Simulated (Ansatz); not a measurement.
Total energies of AlH2(OMe) (CH₅AlO) from Ansatz at PBE0-D4/def2-TZVP, gas phase (1 Eh = 27.2114 eV = 2625.5 kJ/mol). The reference geometry is relaxed at r2SCAN-D4/def2-TZVP.

```xyz
8

Al    1.5670   -0.3692   -0.5054
H     2.6162    0.8075   -0.6299
H     1.9205   -1.8765   -0.8280
O     0.0248   -0.0056   -0.0178
C    -1.2624    0.2975    0.4083
H    -1.6890   -0.5340    0.9807
H    -1.9142    0.4892   -0.4508
H    -1.2629    1.1910    1.0429
```

```
                 state   geometry  energy (Eh)
      charge 0 singlet  reference   -358.59214
      charge 1 doublet  reference   -358.23292
free Al atom (doublet)          –   -242.24894
 free H atom (doublet)          –     -0.50104
 free O atom (triplet)          –    -75.01860
 free C atom (triplet)          –    -37.80537
```

**Question.** Work out the vertical ionisation energy to the doublet.

**Answer.** E(charge 1 doublet) − E(charge 0 singlet) = -358.23292 − (-358.59214) = 0.35922 Eh = 9.77 eV. For comparison, −ε of the highest occupied level is 7.63 eV at this level, 2.14 eV less.

**Question.** What is the binding energy per atom against free atoms?

**Answer.** Atoms: 1 × (-242.24894) + 5 × (-0.50104) + 1 × (-75.01860) + 1 × (-37.80537) = -357.57811 Eh. Binding: -357.57811 − (-358.59214) = 1.01403 Eh = 27.59 eV, or 3.45 eV for each of 8 atoms (no zero-point energy, no counterpoise term).
